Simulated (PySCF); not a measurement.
**Reproducing measurements on CH2N2**

**What was measured.**

Qian, Crumlin, Prendergast, Phys. Chem. Chem. Phys. 2022, 24, 2243 lists, for the gas: C 1s binding energy of C2 293.5 eV.

How close the calculation comes is told at the end.

Species: CH2N2.
Atom-mapped SMILES: `[N:1]#[C:2][NH2:3]` (hydrogens: H4, H5 on N3)

Structure used (GFN2-xTB), in Å, numbered top down from 1:
```
atom  x, y, z in Å
N1     1.8962   -0.0050   -0.0405
C2     0.7518   -0.0017    0.0205
N3    -0.5601    0.0037    0.1648
H4    -1.0368    0.8555   -0.0893
H5    -1.0424   -0.8497   -0.0727
```

The PySCF runs (gas phase, on this GFN2-xTB geometry; non-relativistic but for the core-level run):

| level | job | basis functions | wall time |
| --- | --- | --- | --- |
| delta-SCF UKS SCAN, pcX-2 on the ionised atom, pcseg-1 elsewhere, spin-free X2C | ΔSCF core ionisation, 3 holes | 83 | 10 s |

Hardware: one thread, x86-64 server, on a shared host.

Results beside the measurements:

**Core binding energies.** PySCF 2.14.0, delta-SCF UKS SCAN, pcX-2 on the ionised atom, pcseg-1 elsewhere, spin-free X2C.

| level and atom | computed (eV) | measured (eV) | computed − measured (eV) |
| --- | --- | --- | --- |
| C 1s, C2 | 293.21 | 293.5 | -0.29 |

Sources, in the order of the opening: Qian, Crumlin, Prendergast, Phys. Chem. Chem. Phys. 2022, 24, 2243. The computed values are vertical, without vibrational structure; measured positions hang on the energy calibration. 

No measured geometry was used, and the causes of the misses weren't examined.
